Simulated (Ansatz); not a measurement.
# Scandium, hcp: convergence with Gaussian smearing

Computed with Ansatz, r²SCAN, scalar-relativistic PAW, on the relaxed cell (a = 3.328 Å, c = 5.212 Å (c/a = 1.566); spin not included). Errors count from a run at 500 eV on a Γ-centred 18×18×10 mesh with Fermi-Dirac smearing of 0.1 eV, extrapolated to zero width. Fixed here: cutoff 500 eV, mesh 11×11×6. The SCF starts from atomic densities corrected by a trained network.

| width (eV) | E(σ→0) error (meV/atom) | F error (meV/atom) | P (GPa) | SCF iterations |
| --- | --- | --- | --- | --- |
| 0.01 | 1.7 | 1.7 | -0.28 | 6 |
| 0.03 | 1.8 | 1.3 | -0.26 | 6 |
| 0.1 | 1.8 | -3.2 | -0.18 | 6 |
| 0.2 | 1.3 | -18.1 | -0.07 | 6 |
| 0.3 | -0.8 | -41.6 | 0.06 | 6 |
| 0.6 | -15.2 | -151.6 | 0.56 | 6 |
| 1.0 | -31.9 | -381.6 | 1.58 | 6 |
